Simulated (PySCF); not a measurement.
## Adding and removing an electron: PF

r²SCAN; basis P def2-TZVPPD, F def2-TZVPPD; no relativity; PySCF 2.14. Neutral (UKS): triplet (π ↑↑), Re = 1.600 Å, ωe = 841 cm⁻¹, De = 4.82 eV, HOMO -6.04 eV, LUMO -3.18 eV.

PF⁺ (UKS): doublet (π ↑), Re = 1.515 Å, ωe = 1034 cm⁻¹, De = 5.69 eV to P⁺ + F. The energies at the minima are -441.14360 hartree for PF and -440.78483 for PF⁺.

Work out the adiabatic ionisation energy, without and with harmonic zero-point energies (1 hartree = 27.2114 eV, 1 eV = 8065.5 cm⁻¹), and the change of the bond length.

At r²SCAN: 0.35877 hartree = 9.763 eV between the minima; the zero-point term (1034.0 − 841.0)/2 cm⁻¹ = +0.012 eV makes it 9.775 eV. Re changes by -8.5 pm against the neutral. The electron leaves a π orbital, and the shorter bond of the ion fits an antibonding orbital, or a change in how ionic the bond is.

PF⁻ (UKS): doublet (π ↑), Re = 1.709 Å, ωe = 633 cm⁻¹, De = 1.96 eV to P + F⁻. The energies at the minima are -441.14360 hartree for PF and -441.16051 for PF⁻.

Work out the adiabatic electron affinity, without and with harmonic zero-point energies (1 hartree = 27.2114 eV, 1 eV = 8065.5 cm⁻¹), and the change of the bond length.

At r²SCAN: 0.01691 hartree = 0.460 eV between the minima; the zero-point term (841.0 − 633.0)/2 cm⁻¹ = +0.013 eV makes it 0.473 eV. Re changes by +10.9 pm against the neutral. The electron enters a π orbital, and the longer bond of the ion fits an antibonding orbital, or a change in how ionic the bond is.

For an ion De counts to the pair picked by the measured ionisation energies or electron affinities, which need not be the lowest pair at this level. The highest Kohn–Sham level is positive in this anion. Much of that is self-interaction error, but it also means that the finite basis helps to hold the extra electron. States were picked by a PBE0 search and need not be the measured ground states.
